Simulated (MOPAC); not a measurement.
A run for MOPAC: PM7 on ClCH3Clts, charge -1. Charge -1.

```
PM7 1SCF PRECISE CHARGE=-1 THREADS=1
CH3Cl2

Cl     2.32258100 1    -0.00013200 1     0.00014000 1
C     -0.00008500 1     0.00049100 1    -0.00050900 1
H      0.00007700 1    -0.74429000 1    -0.76760500 1
H     -0.00032000 1    -0.29144300 1     1.02802100 1
H      0.00008100 1     1.03721800 1    -0.26195900 1
Cl    -2.32254200 1    -0.00012900 1     0.00013000 1
```

Program output:

```
*******************************************************************************
 **                                                                           **
 **                              MOPAC v23.2.5                                **
 **                                                                           **
 *******************************************************************************
 ** MOPAC's Digital Object Identifier: https://doi.org/10.5281/zenodo.6511958 **
 **                                                                           **
 ** Please cite the open-source release paper for use of this MOPAC version:  **
 ** J. E. Moussa and J. J. P. Stewart (2026)                                  **
 ** MOPAC: An open-source semiempirical molecular orbital program             **
 ** J. Open Source Softw., 11(119), 8025, https://doi.org/10.21105/joss.08025 **
 *******************************************************************************

                              PM7 CALCULATION RESULTS

 *******************************************************************************
 *  PM7        - The PM7 Hamiltonian to be used
 *
 *
 *
 *                 CHARGE ON SYSTEM = -1
 *
 *
 *
 *  PRECISE    - TIGHTER CRITERIA TO BE USED
 *  1SCF       - DO 1 SCF AND THEN STOP
 *  THREADS=1  - MULTI-THREADING NOT USED
 *  T=         - A TIME OF 172800.0 SECONDS REQUESTED
 *  DUMP=N     - RESTART FILE WRITTEN EVERY 7200.0 SECONDS REQUESTED
 *******************************************************************************
PM7 1SCF PRECISE CHARGE=-1 THREADS=1
 CH3Cl2

   ATOM   CHEMICAL          X               Y               Z
  NUMBER   SYMBOL      (ANGSTROMS)     (ANGSTROMS)     (ANGSTROMS)

     1      Cl          2.32258100  *  -0.00013200  *   0.00014000  *
     2       C         -0.00008500  *   0.00049100  *  -0.00050900  *
     3       H          0.00007700  *  -0.74429000  *  -0.76760500  *
     4       H         -0.00032000  *  -0.29144300  *   1.02802100  *
     5       H          0.00008100  *   1.03721800  *  -0.26195900  *
     6      Cl         -2.32254200  *  -0.00012900  *   0.00013000  *



          CARTESIAN COORDINATES

    NO.       ATOM           X           Y           Z

     1        Cl          2.3226     -0.0001      0.0001
     2         C         -0.0001      0.0005     -0.0005
     3         H          0.0001     -0.7443     -0.7676
     4         H         -0.0003     -0.2914      1.0280
     5         H          0.0001      1.0372     -0.2620
     6        Cl         -2.3225     -0.0001      0.0001

 General Reference for PM7:
 "Optimization of Parameters for Semiempirical Methods VI: More Modifications to the
 NDDO Approximations and Re-optimization of Parameters", J. J. P. Stewart, J. Mol. Mod., 1:32, 19 (2013)
 https://link.springer.com/article/10.1007/s00894-012-1667-x

           Empirical Formula: C H3 Cl2  =     6 atoms



      MOLECULAR POINT GROUP   :   D3h


      RHF CALCULATION, NO. OF DOUBLY OCCUPIED LEVELS = 11


 -------------------------------------------------------------------------------
 PM7 1SCF PRECISE CHARGE=-1 THREADS=1
 CH3Cl2



     1SCF WAS SPECIFIED, SO BFGS WAS NOT USED
     SCF FIELD WAS ACHIEVED


                              PM7 CALCULATION
                                                       MOPAC v23.2.5 Linux




          FINAL HEAT OF FORMATION =        -76.49158 KCAL/MOL =    -320.04078 KJ/MOL


          COSMO AREA              =        112.53 SQUARE ANGSTROMS
          COSMO VOLUME            =         95.05 CUBIC ANGSTROMS

          IONIZATION POTENTIAL    =          5.637302 EV
          HOMO LUMO ENERGIES (EV) =         -5.637  3.328
          NO. OF FILLED LEVELS    =         11
          MOLECULAR WEIGHT        =         85.9407         POINT GROUP:  D3h

          MOLECULAR DIMENSIONS (Angstroms)

            Atom       Atom       Distance
           Cl     6   Cl     1     4.64512
            H     5    H     3     1.85188
            H     4    H     3     1.60375


          SCF CALCULATIONS        =          1





   ATOM   CHEMICAL          X               Y               Z
  NUMBER   SYMBOL      (ANGSTROMS)     (ANGSTROMS)     (ANGSTROMS)

     1      Cl          2.32258100  *  -0.00013200  *   0.00014000  *
     2       C         -0.00008500  *   0.00049100  *  -0.00050900  *
     3       H          0.00007700  *  -0.74429000  *  -0.76760500  *
     4       H         -0.00032000  *  -0.29144300  *   1.02802100  *
     5       H          0.00008100  *   1.03721800  *  -0.26195900  *
     6      Cl         -2.32254200  *  -0.00012900  *   0.00013000  *

                             CARTESIAN COORDINATES

   1   Cl        2.322581000    -0.000132000     0.000140000
   2    C       -0.000085000     0.000491000    -0.000509000
   3    H        0.000077000    -0.744290000    -0.767605000
   4    H       -0.000320000    -0.291443000     1.028021000
   5    H        0.000081000     1.037218000    -0.261959000
   6   Cl       -2.322542000    -0.000129000     0.000130000


           Empirical Formula: C H3 Cl2  =     6 atoms



      MOLECULAR POINT GROUP   :   D3h


                  EIGENVALUES
 -22.32810 -20.43983 -19.62893 -11.37674 -11.37654  -7.61618  -6.26487  -6.26487
  -6.18584  -6.18578  -5.63730   3.32786   8.93506   9.16741   9.16792  79.85344
  80.09337  80.09341  80.59628  80.67745  80.67747  80.97130  80.97130  81.09910
  81.09910


              NET ATOMIC CHARGES AND DIPOLE CONTRIBUTIONS

  ATOM NO.   TYPE          CHARGE      No. of ELECS.   s-Pop       p-Pop       d-Pop
    1         Cl          -0.786285        7.7863     1.99729     5.78638     0.00262
    2          C           0.135197        3.8648     1.18921     2.67559
    3          H           0.145739        0.8543     0.85426
    4          H           0.145773        0.8542     0.85423
    5          H           0.145707        0.8543     0.85429
    6         Cl          -0.786131        7.7861     1.99729     5.78622     0.00262
 DIPOLE           X         Y         Z       TOTAL
 POINT-CHG.    -0.002     0.002    -0.002     0.004
 HYBRID        -0.000     0.000    -0.000     0.000
 SUM           -0.002     0.002    -0.002     0.004


          ATOMIC ORBITAL ELECTRON POPULATIONS

     Atom    s        px        py        pz      x^2-y^2     xz        z^2       yz        xy
    1 Cl   1.99729   1.78642   1.99998   1.99998   0.00140   0.00037   0.00047   0.00000   0.00037
    2  C   1.18921   0.43172   1.12190   1.12197
    3  H   0.85426
    4  H   0.85423
    5  H   0.85429
    6 Cl   1.99729   1.78627   1.99998   1.99998   0.00140   0.00037   0.00047   0.00000   0.00037

 **********************
 *                    *
 * JOB ENDED NORMALLY *
 *                    *
 **********************




 == MOPAC DONE ==
```

The run finished.

Cost: roughly 0.04 core-seconds.
